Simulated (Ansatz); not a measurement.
hcp Hf, treated with PBEsol in Ansatz (plane waves, PAW).

A relaxed, unreconstructed slab of the (0001) face has 6 atoms, two equal faces of 8.637 Å² each and an energy of -93586.1032 eV. A bulk cell of 2 atoms with the same orientation and in-plane k mesh has -31196.0516 eV. Energies are extrapolated to zero smearing.

Numerical settings: plane-wave cutoff 500 eV, 24×24×1 k mesh (along the axes of the cell as run), Fermi–Dirac smearing 0.1 eV, scalar-relativistic PAW data made under PBE.

Worked out: γ = (E_slab − N E_bulk per atom)/2A = [-93586.1032 − 6 × (-31196.0516/2)]/(2 × 8.637) = 0.1188 eV/Å². With 16.022 J/m² per eV/Å² this is 1.90 J/m², or 1.03 eV per surface cell and face.

Ansatz is a first-principles code.
